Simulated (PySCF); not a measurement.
Simulated N 1s region for `N#[NH+]` (protonated nitrogen molecule), binding energy against the vacuum level.

Every computed line was given a Gaussian of 0.7 eV full width at half maximum and an area set by the number of equivalent atoms; the highest printed point is 100. Computed with PySCF 2.14.0, delta-SCF UKS SCAN, pcX-2 on the ionised atom, pcseg-1 elsewhere, spin-free X2C.

binding energy (eV), intensity and a bar:
```
    419.7          0 
    419.8          1 
    419.9          2 
    420.0          4 #
    420.1          9 ###
    420.2         18 #####
    420.3         31 #########
    420.4         50 ###############
    420.5         70 #####################
    420.6         88 ##########################
    420.7         99 ##############################
    420.8        100 ##############################
    420.9         90 ###########################
    421.0         73 ######################
    421.1         53 ################
    421.2         34 ##########
    421.3         20 ######
    421.4         10 ###
    421.5          5 #
    421.6          2 #
    421.7          1 
    421.8          0
```

Task: Count the maxima, the lines and the sites behind this envelope.

Result: The curve has 1 maximum (at 420.8 eV). Under it lie 2 lines from 2 inequivalent nitrogen sites. At this width some lines have no maximum of their own.

Task: Decompose the envelope and assign each component. Numbering: `[N:1]#[NH+:2]`.

Result: 
```csv
position (eV),relative area,line,atoms,environment
420.72,1,N 1s,N2,nitrogen bonded to N and H
420.80,1,N 1s,N1,nitrogen bonded to N
```

Task: Above which line width would these two lines show one maximum?

Result: Two equal Gaussians merge once their distance is under 2σ = FWHM/1.177. With 0.07 eV between them that is a full width over 0.08 eV.

The 2 N 1s values lie within 0.08 eV of each other; Gaussian lines of 0.5 eV full width would blend them into one maximum.

The curve has no shake-up lines and no vibrational structure. Spin contamination (⟨S²⟩ against 0.75 for a pure doublet) is marked for N 1s of N1 (0.88), which makes this value less certain. The species carries charge +1, so core ionisation leaves charge +2. Isolated species at its GFN2-xTB geometry, gas phase.

The run took 1.0 s wall on an x86-64 server with one thread (shared host).
